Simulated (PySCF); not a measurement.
C₄H₈. Atoms are numbered in the order given.

```xyz
12

C     -1.2742     0.0000    -0.6796
C      0.0000     0.0000     0.1237
C      1.2742     0.0000    -0.6796
C      0.0000     0.0000     1.4633
H     -1.3225    -0.8840    -1.3400
H     -1.3225     0.8840    -1.3400
H     -2.1672     0.0000    -0.0379
H      1.3225    -0.8840    -1.3400
H      2.1672     0.0000    -0.0379
H      1.3225     0.8840    -1.3400
H      0.9330     0.0000     2.0344
H     -0.9330     0.0000     2.0344
```
Charge 0, spin multiplicity 1.

Geometry optimised at B3LYP-D3(BJ)/def2-SVP.

The numbers are results of SMD-ωB97X/6-31G* in PySCF, not measurements.

Solvation free energies are E(SMD) − E(gas) at the gas-phase geometry, for 1 M in both phases. In vacuum the dipole moment is 0.51 D.

Q: Estimate the solvation free energies in water, ethylethanoate, benzene. (The exact figures need the calculation; the answer reports its results.)

A: 
```json
[
 {"solvent": "water", "ΔG(solv) (kcal/mol)": "1.3", "its non-electrostatic (CDS) part": "3.6", "dipole (D)": "0.79"},
 {"solvent": "ethylethanoate", "ΔG(solv) (kcal/mol)": "-2.3", "its non-electrostatic (CDS) part": "-0.6", "dipole (D)": "0.72"},
 {"solvent": "benzene", "ΔG(solv) (kcal/mol)": "-2.5", "its non-electrostatic (CDS) part": "-1.6", "dipole (D)": "0.62"}
]
```
